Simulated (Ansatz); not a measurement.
This script for Ansatz 0.2.0 through its Python package starts 2 runs on AlClH4Si, SMILES [SiH3][AlH][Cl]. What input does the engine get in each?

The script, `cas.py`:
```python
"""Static correlation in AlClH4Si: natural occupations of an active space."""

import warnings

import ansatz as az
from ase import Atoms

BASIS = "6-31G*"

warnings.simplefilter("ignore", az.DeckWarning)

atoms = Atoms(["Si", "Al", "Cl", "H", "H", "H", "H"], positions=[
    (-0.8147, 0.5307, -0.2887),
    (1.0204, -0.6058, 0.486),
    (1.7974, -2.2982, -0.6922),
    (-1.9266, -0.3376, -0.4245),
    (-0.5596, 1.1497, -1.6348),
    (-1.1999, 1.6654, 0.6445),
    (1.7442, -0.1722, 1.8641),
])
geometry = az.Crystal.molecule_from_ase(atoms)

job = geometry.calculation()
job = job.basis(gaussian=BASIS).correlation(active_electrons=4, active_orbitals=4)
for method in [None, "sc_nevpt2"]:
    data = (job if method is None else job.correlation(method)).run(threads=1).report
    space = data["configurations"]
    state = space["states"][0]
    print(method or "casscf", f"total {data['free_energy_ev'] / 27.211386246:.6f} Ha, active-space state {state['energy']['hartree']:.6f} Ha, mean field {data['reference_energy_ev'] / 27.211386246:.6f} Ha")
    print("  determinants", state["n_determinants"], " natural occupations", [round(n, 3) for n in space["natural_occupations"]])
print("effectively unpaired electrons, sum of min(n, 2 - n):", round(sum(min(n, 2 - n) for n in space["natural_occupations"]), 3))
```

Run 1:
```yaml
crystal:
  periodic: [false, false, false]
  atoms:
    - { symbol: Si, position_ang: [-0.8147, 0.5307, -0.2887] }
    - { symbol: Al, position_ang: [1.0204, -0.6058, 0.486] }
    - { symbol: Cl, position_ang: [1.7974, -2.2982, -0.6922] }
    - { symbol: H, position_ang: [-1.9266, -0.3376, -0.4245] }
    - { symbol: H, position_ang: [-0.5596, 1.1497, -1.6348] }
    - { symbol: H, position_ang: [-1.1999, 1.6654, 0.6445] }
    - { symbol: H, position_ang: [1.7442, -0.1722, 1.8641] }
basis:
  gaussian:
    orbitals: "6-31G*"
correlation:
  active_space:
    window:
      electrons: 4
      orbitals: 4
```

Run 2, against run 1:
```diff
+  method: sc_nevpt2
```

`python cas.py` gives:
```text
casscf total -992.707096 Ha, active-space state -992.707096 Ha, mean field -992.678346 Ha
  determinants 36  natural occupations [1.979, 1.977, 0.023, 0.021]
sc_nevpt2 total -992.936206 Ha, active-space state -992.707090 Ha, mean field -992.678346 Ha
  determinants 36  natural occupations [1.979, 1.977, 0.023, 0.021]
effectively unpaired electrons, sum of min(n, 2 - n): 0.088
```

Reading the output:
- Total energies depend on the basis set; only differences at equal settings carry meaning.
- The geometry is a force-field or estimated start, not a minimum of this method, and the basis set is short of its limit. The active space starts as a window about the frontier orbitals and is then optimised, not chosen by chemistry.
- Wall time of the script: 4.4 s on 1 thread of Arm Neoverse V2, on a shared host, peak memory 0.21 GiB.
